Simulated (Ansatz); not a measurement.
Relaxation of BFH5N (8 atoms, charge 0, multiplicity 1), to a largest force component of 0.03 eV/Å in at most 50 steps.

Theory: RKS revPBE/def2-SVP (Ansatz).

```xyz
8
Properties=species:S:1:pos:R:3
B 0.025 0.433 -0.053
F -0.170 0.587 1.262
H 1.157 0.573 -0.482
H -0.965 0.297 -0.752
N 0.131 -2.170 0.787
H -0.605 -2.875 0.639
H 0.955 -2.658 1.159
H -0.204 -1.526 1.538
```

Q: Where does it end, and by what steps?

A: The forces met the threshold. The force dipped under the threshold on the way, but the program's further checks kept it going. After 14 steps the energy has fallen by 0.807 eV; H6 moved furthest, 0.90 Å. Joined: B1–N5 (2.74 → 1.69 Å).

| step | energy less start (eV) | largest force component (eV/Å) | accepted |
| --- | --- | --- | --- |
| 0 | 0.0000 | 0.692 | yes |
| 1 | -0.0633 | 1.115 | yes |
| 2 | -0.3364 | 1.011 | yes |
| 3 | -0.6136 | 0.710 | yes |
| 4 | -0.6076 | 2.699 | no |
| 5 | -0.7052 | 0.370 | yes |
| 6 | -0.7493 | 0.201 | yes |
| 7 | -0.7696 | 0.174 | yes |
| 8 | -0.7981 | 0.046 | yes |
| 9 | -0.7575 | 0.856 | no |
| 10 | -0.8059 | 0.028 | yes |
| 11 | -0.8027 | 0.270 | no |
| 12 | -0.8069 | 0.067 | yes |
| 13 | -0.8062 | 0.077 | no |
| 14 | -0.8073 | 0.017 | yes |

```xyz
8
Properties=species:S:1:pos:R:3
B 0.025 -0.113 0.165
F 0.224 0.700 1.293
H 0.969 -0.126 -0.638
H -1.105 -0.036 -0.337
N 0.049 -1.684 0.797
H -0.113 -2.385 0.061
H 0.955 -1.894 1.243
H -0.682 -1.802 1.515
```

Whether the end is a true minimum wasn't checked by a vibrational analysis.

Time of the run: 25 s on 1 thread of Arm Neoverse V1 (shared host), peak memory 0.12 GiB.
